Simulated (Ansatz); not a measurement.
**BSiHO (quintet): from Hartree-Fock to the top rungs, def2-QZVPP**

One table from this session's results is given with a row withheld; the runs are named, their logs left out.

Method: def2-QZVPP, core rule «outside noble gas», up to 7 orbitals frozen; program: Ansatz 0.2.0, Gaussian basis.

To be run: UHF; ROHF; CCSD(T) on UHF.

2 further runs of the same task are left out: 2 set aside as unsound or not needed.

## The system

The geometry is a PBE0/def2-TZVP stationary point (not a proven minimum) of the parent state, kept for this charge and spin.

4 atoms, charge 0, spin multiplicity 5.

Atoms are counted from 1 here; the program's logs count them from 0.

Bond lengths: B1–O2 1.301 Å, B1–H4 1.196 Å, O2–Si3 1.661 Å. Angles: O2–B1–H4 128.4°, B1–O2–Si3 176.8°.

The first run:

Contents of in.yaml:

```yaml
crystal:
  periodic: [false, false, false]
  atoms:
    - {symbol: B, position_ang: [0.000012, -0.289616, 0.856663]}
    - {symbol: O, position_ang: [-0.000018, -0.171632, -0.439229]}
    - {symbol: Si, position_ang: [0.000003, -0.114843, -2.099559]}
    - {symbol: H, position_ang: [0.000004, 0.576091, 1.682126]}
basis:
  gaussian: {orbitals: "def2-QZVPP.json"}
magnetization: {spin_polarized: true, initial_magnetization: 4}
hamiltonian: {xc: hf}
output: {orbitals: {seedname: orbitals}}
```

On the command line:

```sh
ansatz run in.yaml --threads 1 --pin off --events-out ev --progress --plain --max-ram 2393MiB
```

Steps of the session up to this table: UHF; ROHF; CCSD(T) on UHF.

One of the session's tables, all rows but one given; the rest of the session is left out.

It belongs to the step «Misses and costs». 

```
  method  from UCCSD(T) (kcal/mol)
    ROHF                   +254.39
     UHF                         ?
    UMP2                    +19.10
   UCCSD                    +10.08
UCCSD(T)                         0
```

Q: Estimate the row for UHF from the others.

As computed: from UCCSD(T) (kcal/mol): +252.73. In the column «from UCCSD(T) (kcal/mol)» it lies between UMP2 (+19.10) and ROHF (+254.39).
